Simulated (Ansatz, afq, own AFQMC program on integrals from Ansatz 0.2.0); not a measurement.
Atomization energy of Al$_{2}$H$_{2}$, triplet

| atom | x (Å) | y (Å) | z (Å) |
| --- | --- | --- | --- |
| Al | 0.0000 | 0.0000 | 1.1500 |
| Al | 0.0000 | 0.0000 | -1.1500 |
| H | 0.0000 | 0.0000 | 2.7245 |
| H | 0.0000 | 0.0000 | -2.7245 |

Connectivity, by distances: AlH–AlH.

Atoms in their ground-state spins without spin–orbit coupling (mostly on UHF) minus the molecule (UHF), without zero-point energy. The geometry is a stationary point, not shown to be a minimum.

Basis 6-31G. Noble-gas cores (and the filled d shells of Ga–Kr and In–Xe) are frozen. AFQMC by an in-house program on the Cholesky factors that Ansatz 0.2.0 writes for its CCSD(T) run. The CISD trial takes its coefficients from CCSD amplitudes. Released means that phaseless walkers are propagated on without the constraint, phases kept. Uncertainties: one standard error, sampling alone. The errors of all members are added in quadrature.

Full CI on the same integrals is exact in this basis and with this determinant's frozen core.

Errors are counted within 6-31G, not against nature.

Reference (full CI): 111.4 kcal/mol.

```json
{"level": "HF", "atomization energy (kcal/mol)": "95.9", "error against FCI (kcal/mol)": "-15.5"}
{"level": "MP2", "atomization energy (kcal/mol)": "110.1", "error against FCI (kcal/mol)": "-1.3"}
{"level": "CCSD", "atomization energy (kcal/mol)": "109.8", "error against FCI (kcal/mol)": "-1.6"}
{"level": "CCSD(T)", "atomization energy (kcal/mol)": "110.8", "error against FCI (kcal/mol)": "-0.6"}
{"level": "ph-AFQMC/HF", "atomization energy (kcal/mol)": "111.9 ± 0.5", "error against FCI (kcal/mol)": "0.5 ± 0.5"}
{"level": "ph-AFQMC/CISD", "atomization energy (kcal/mol)": "111.3 ± 0.07", "error against FCI (kcal/mol)": "-0.1 ± 0.07"}
{"level": "released AFQMC", "atomization energy (kcal/mol)": "111.4 ± 0.02", "error against FCI (kcal/mol)": "0.0 ± 0.02"}
```

Correlation beyond CCSD(T) adds 0.6 kcal/mol. The perturbative (T) step is worth +1.0 kcal/mol.

A walk keeps the symmetry of its determinant, which the program's search chose and which needn't be the lowest solution, so a lower state of the same spin and another symmetry isn't excluded. Released energies are given only where the last usable release times agree within the noise; a slower fall can still hide under it.
